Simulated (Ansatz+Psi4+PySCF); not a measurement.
Values are calculated unless marked as measured or tabulated.
## PySCF 2.14.0 run

```python
from pyscf import gto, scf, mp

mol = gto.M(atom="""
O 0.119260 0.000000 -2.500000
H -0.477050 0.763240 -2.500000
H -0.477050 -0.763240 -2.500000
O -0.119260 0.000000 2.500000
H 0.477050 -0.763240 2.500000
H 0.477050 0.763240 2.500000
""", basis='cc-pvtz', charge=1, spin=1)
mf = scf.UHF(mol)
mf.kernel()
pt = mp.MP2(mf, frozen=2).run()
print(mf.e_tot, pt.e_corr, pt.e_tot)
```

The script is written out from the run's settings.

Output:

- Converged: yes
- Reference energy: -151.67058 hartree
- Correlation energy: -0.51471 hartree
- Total energy: -152.18529 hartree
- Spin squared of the determinant: 0.778

Messages of the program:
```
WARN: HOMO -0.475461824842706 >= LUMO -0.475461824842706
WARN: HOMO -0.475461824842706 >= LUMO -0.475461824842706
```

The reference isn't the lowest determinant (another lies 1.23 eV lower), but the same method gives a higher total on the lower determinant. Caution: MP2 on this radical cation hangs on the determinant chosen; the charge can sit on one fragment and break the point group.
